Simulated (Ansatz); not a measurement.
**C3H4OS: up Jacob's ladder to CCSD(T)**

One table from this session's results is given with a row withheld; the runs are named, their logs left out.

Computed with Ansatz 0.2.0, Gaussian basis. Level: functionals in def2-TZVPP, the program's frozen cores in correlated methods.

The runs, in order: LDA (SPW92), PBE-D4, revPBE-D4, BLYP-D4, r2SCAN-D4, B97M-V, PBE0-D4, B3LYP-D4, r2SCANh-D4, r2SCAN0-D4, HSE06-D4, BHLYP-D4, CAM-B3LYP-D4, LC-ωPBE, ωB97X-V, ωB97M-V, B2PLYP, PBE-QIDH; CCSD(T)/def2-SVP; CCSD(T)/def2-TZVPP; MP2/def2-QZVPP; extrapolation to the limit; RPA on PBE.

**The relaxed structure**

All runs share one geometry, relaxed beforehand with PBE0-D4 in a triple-zeta def2 set.

SMILES `C#CSCO`, 9 atoms, charge 0, spin multiplicity 1.

Atoms are counted from 1 here; the program's logs count them from 0.

Bond lengths: C1–C2 1.205 Å, C1–H6 1.064 Å, C2–S3 1.675 Å, S3–C4 1.828 Å, C4–O5 1.385 Å, C4–H7 1.089 Å, C4–H8 1.098 Å, O5–H9 0.962 Å. Angles: C2–C1–H6 179.7°, C1–C2–S3 177.5°, C2–S3–C4 101.0°, S3–C4–O5 115.1°, S3–C4–H7 108.4°, S3–C4–H8 102.8°, O5–C4–H7 107.5°, O5–C4–H8 113.4°, H7–C4–H8 109.5°, C4–O5–H9 109.0°.

Set-up of the first run:

in.yaml reads:

```yaml
crystal:
  periodic: [false, false, false]
  atoms:
    - {symbol: C, position_ang: [1.558664, 1.794840, -0.678963]}
    - {symbol: C, position_ang: [1.300840, 0.739107, -0.159204]}
    - {symbol: S, position_ang: [1.008102, -0.727172, 0.595240]}
    - {symbol: C, position_ang: [-0.699685, -1.069881, 0.041136]}
    - {symbol: O, position_ang: [-1.660408, -0.198007, 0.525563]}
    - {symbol: H, position_ang: [1.780490, 2.727752, -1.140379]}
    - {symbol: H, position_ang: [-0.726084, -1.014165, -1.045819]}
    - {symbol: H, position_ang: [-0.854028, -2.109229, 0.358436]}
    - {symbol: H, position_ang: [-1.619291, -0.189446, 1.486891]}
basis:
  gaussian: {orbitals: def2-TZVPP}
hamiltonian: {xc: lda}
output: {orbitals: {seedname: orbitals}}
```

The run is started by

```sh
> ansatz run in.yaml --threads 2 --pin off --events-out ev --progress --plain --max-ram 4352MiB
```

Steps of the session up to this table: LDA; PBE-D4 (GGA); revPBE-D4 (GGA); BLYP-D4 (GGA); r2SCAN-D4 (meta-GGA); B97M-V (meta-GGA); B3LYP-D4 (hybrid); r2SCANh-D4 (hybrid); r2SCAN0-D4 (hybrid); HSE06-D4 (hybrid); BHLYP-D4 (hybrid); CAM-B3LYP-D4 (range-separated); LC-ωPBE (range-separated); ωB97X-V (range-separated); ωB97M-V (range-separated); B2PLYP (double hybrid); PBE-QIDH (double hybrid).

One of the session's tables, all rows but one given; the rest of the session is left out.

It belongs to the step «Orbital energies across the functionals». 

```
  functional  HOMO (eV)  gap (eV)
 LDA (SPW92)          ?         ?
      PBE-D4      -5.62      4.35
   revPBE-D4      -5.56      4.38
     BLYP-D4      -5.47      4.32
   r2SCAN-D4      -5.83      4.80
      B97M-V      -5.87      4.89
     PBE0-D4      -6.76      6.45
    B3LYP-D4      -6.54      5.99
  r2SCANh-D4      -6.26      5.58
  r2SCAN0-D4      -6.90      6.74
    HSE06-D4      -6.36      5.68
    BHLYP-D4      -7.76      8.47
CAM-B3LYP-D4      -8.04      8.81
     LC-ωPBE      -9.39     11.36
     ωB97X-V      -9.02     10.88
     ωB97M-V      -8.88     10.55
```

**Question.** Estimate the row for LDA (SPW92).

The run gave: HOMO (eV): -5.79; gap (eV): 4.29. In the column «HOMO (eV)» it lies between r2SCAN-D4 (-5.83) and PBE-D4 (-5.62).
